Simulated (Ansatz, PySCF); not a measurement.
This PySCF input computes a r2SCAN/def2-TZVPD energy:

```python
from pyscf import gto, scf, dft

mol = gto.M(
    atom='''
    C     1.32056975    0.24404560    0.00357452
    C     0.02503662    0.39748417   -0.00625528
    H     1.77580417   -0.75008802    0.02216143
    H     2.00843188    1.08316633   -0.00602326
    C    -1.20712725   -0.39301893   -0.00053230
    H    -0.98200093   -1.46922903    0.01806834
    H    -1.82155905   -0.16328037    0.87335447
    H    -1.81155081   -0.19163398   -0.88828261
    ''',
    basis='def2-tzvpd',
    charge=0,
    spin=1,
    verbose=4,
)

mf = dft.UKS(mol, xc='r2scan').density_fit(auxbasis='def2-universal-jkfit')
mf.grids.level = 4
mf.conv_tol = 1e-9
mf.max_cycle = 100
mf.max_memory = 1500
mf.kernel()
if not mf.converged:
    mf = mf.newton()
    mf.kernel(mf.make_rdm1())
for _ in range(2):
    mo, _, stable, _ = mf.stability(return_status=True)
    if stable:
        break
    mf.kernel(mf.make_rdm1(mo, mf.mo_occ))
mf.analyze()
```

### Question
Write an input for the same energy in Ansatz (a quantum-chemistry and plane-wave program) and say what it gives.

### Answer

Ansatz 0.2 input:
```yaml
crystal:
  periodic: [false, false, false]
  atoms:
    - {symbol: C, position_ang: [1.32056975, 0.24404560, 0.00357452]}
    - {symbol: C, position_ang: [0.02503662, 0.39748417, -0.00625528]}
    - {symbol: H, position_ang: [1.77580417, -0.75008802, 0.02216143]}
    - {symbol: H, position_ang: [2.00843188, 1.08316633, -0.00602326]}
    - {symbol: C, position_ang: [-1.20712725, -0.39301893, -0.00053230]}
    - {symbol: H, position_ang: [-0.98200093, -1.46922903, 0.01806834]}
    - {symbol: H, position_ang: [-1.82155905, -0.16328037, 0.87335447]}
    - {symbol: H, position_ang: [-1.81155081, -0.19163398, -0.88828261]}
basis:
  gaussian:
    orbitals: def2-TZVPD
hamiltonian:
  xc: {name: r2SCAN}
magnetization: {spin_polarized: true, initial_magnetization: 1}
output: {forces: true}
```
It gives -117.19653 Eh, and PySCF -117.19660 Eh, a difference of 0.07 mEh, from the treatment of integrals and grids.

It need not be the lowest isomer of its formula.
